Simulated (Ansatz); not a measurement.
Run this with the Ansatz DFT code, driven from Python and show what comes out.

The script, `ch5o_torsion.py`:
```python
import ansatz as az
from ase import Atoms

BASIS_SET = "def2-SVP"
XC = "b3lyp"
NET_CHARGE = 1
FORCE_TOL = 0.02

atoms = Atoms(["C", "O", "H", "H", "H", "H", "H"], positions=[
    (-0.28976, -0.41158, -0.29805),
    (0.2994, 0.50518, 0.67875),
    (-0.01981, -1.42456, -0.00468),
    (-1.37168, -0.30224, -0.24191),
    (0.05832, -0.2057, -1.30933),
    (0.04775, 1.43196, 0.47638),
    (1.27577, 0.40695, 0.69885),
])

first = (
    az.Crystal.molecule_from_ase(atoms).calculation()
    .basis(gaussian=BASIS_SET)
    .functional(XC)
    .charge(NET_CHARGE)
    .relax(force_tolerance=FORCE_TOL, max_steps=80)
)
atoms.positions = first.run(threads=1).report["positions_ang"]

start = atoms.get_dihedral(2, 0, 1, 5)
energies = {}
for turn in range(0, 360, 40):
    turned = atoms.copy()
    turned.set_dihedral(2, 0, 1, 5, start + turn, indices=[1, 5, 6])
    base = (
        az.Crystal.molecule_from_ase(turned).calculation()
        .basis(gaussian=BASIS_SET)
        .functional(XC)
        .charge(NET_CHARGE)
    )
    energies[round((start + turn) % 360)] = base.run(threads=1).report["free_energy_ev"]
floor = min(energies.values())
print("dihedral H2-C0-O1-H5 (deg)   E - E(min) (kcal/mol)")
for angle, e in sorted(energies.items()):
    print(f"{angle:8d} {23.060548 * (e - floor):14.3f}  " + "#" * int(30 * (e - floor) / max(max(energies.values()) - floor, 1e-9)))
```

Running `python ch5o_torsion.py` prints:
```text
dihedral H2-C0-O1-H5 (deg)   E - E(min) (kcal/mol)
      27          1.334  ##############################
      67          0.583  #############
     107          1.316  #############################
     147          1.005  ######################
     187          0.000
     227          1.001  ######################
     267          1.318  #############################
     307          0.583  #############
     347          1.331  #############################
```

What to keep in mind:
- The scan is rigid and the energies are electronic, in a modest basis. With rigid groups the curve can differ much from the relaxed path, the start wasn't checked as a minimum of this torsion, and equivalent turns needn't return to the same energy.
- b3lyp holds the VWN-RPA fit, as in Gaussian; the form of ORCA and Turbomole is b3lyp5.
- The whole script took 14 s on 1 thread of Arm Neoverse V1 (shared host), peak memory 0.18 GiB.
